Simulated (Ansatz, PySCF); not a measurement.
Molecule: phosphine, PH₃ (charge 0, singlet). SMILES: P
Structure (B3LYP-D3(BJ)/def2-TZVP (Ansatz, a program for electronic structure) minimum search):
```
P
H 1 1.4188
H 1 1.4188 2 93.38
H 1 1.4188 2 93.38 3 93.59
```

Wanted: atomisation energy (electronic, to ground-state atoms); the coupled-cluster value holds the core correlation from cc-pwCVTZ, in kJ/mol. Cores are frozen in the correlated levels unless marked. Open shells are spin-unrestricted. Spin-orbit coupling is left out. No relativistic terms. CBS(X,Y): correlation extrapolated as X^-3; Hartree-Fock from the larger set.

Level to compare with: CCSD(T)/CBS(aug-cc-pV(T+d)Z,aug-cc-pV(Q+d)Z) plus the core term (Ansatz), 1014.9 kJ/mol. It is a level with limits of its own, and the differences hold the functionals' basis error too.

Q: Rank these functionals by how close they come to CCSD(T)/CBS(aug-cc-pV(T+d)Z,aug-cc-pV(Q+d)Z), closest first: HSE06/def2-TZVPD (Ansatz); r2SCANh/def2-TZVPD (Ansatz); MN15/def2-TZVPD (PySCF).

A: MN15/def2-TZVPD (hybrid meta-NGA, 1014.8 kJ/mol, difference -0.1), r2SCANh/def2-TZVPD (hybrid meta-GGA, 999.7 kJ/mol, difference -15.2), HSE06/def2-TZVPD (screened hybrid, 993.5 kJ/mol, difference -21.4)
